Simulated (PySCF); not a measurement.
Gas-phase reaction: SO₂ + 3 S → 2 S₂O

Method: PySCF energies (xtb for GFN2) plus ideal-gas RRHO corrections (1 bar). The comparison is the NASA 1993 polynomial table, which mixes measured and estimated data. After a fit of one offset per element over all species, the range-separated, M06-2X, PBE0/def2-QZVP and CCSD(T)/def2-TZVPP enthalpies, where run, lie to one side of the table for S₂O (+20 kJ/mol): a fault of the table's entry, another state or a shared error of the levels is possible; this was not checked at source. † marks an energy on the PBE0/def2-TZVP geometry and frequencies; other levels use their own. CCSD(T) freezes the core. 6-31G* has spherical d functions here. Open shells (unrestricted): S (multiplicity 3, electronic degeneracy 9); the rest are closed-shell singlets. GFN2 has no spin-polarisation term. Spin-orbit splitting is ignored; it lowers the true energy and changes the entropy of S. B3LYP is the form with VWN-RPA correlation. CCSD(T) isn't extrapolated to the basis-set limit; its ΔH°(298 K) is -455.9 kJ in def2-SVP and -573.8 kJ in def2-TZVPP. The harmonic model lacks anharmonicity and excited electronic states, which grow with temperature; levels with a mode under 35 cm⁻¹ are left out. The table's entry may be an old estimate for S₂O (not checked at source). Warning, large T1 diagnostic: S₂O, SO₂ (CCSD(T)/def2-SVP†).

| level | ΔH°(298 K), kJ | minus table | ΔG°(1000 K), kJ |
|---|---|---|---|
| table | -647.1 | - | -421.4 |
| B3LYP/def2-TZVP† | -617.4 | 29.7 | -386.3 |
| CCSD(T)/def2-SVP† | -455.9 | 191.2 | -224.9 |
| GFN2-xTB | -755.3 | -108.2 | -526.8 |
| HF/6-31G* | -37.7 | 609.4 | 195.1 |
| HF/def2-TZVP† | -142.8 | 504.3 | 88.3 |
| PBE/def2-TZVP† | -731.9 | -84.8 | -500.9 |
| PBE0/def2-QZVP† | -650.0 | -2.9 | -418.9 |
| PBE0/def2-TZVP | -645.6 | 1.5 | -414.5 |
| LDA/def2-TZVP† | -896.0 | -248.9 | -665.0 |
| ωB97M-V/def2-TZVP† | -638.3 | 8.8 | -407.2 |
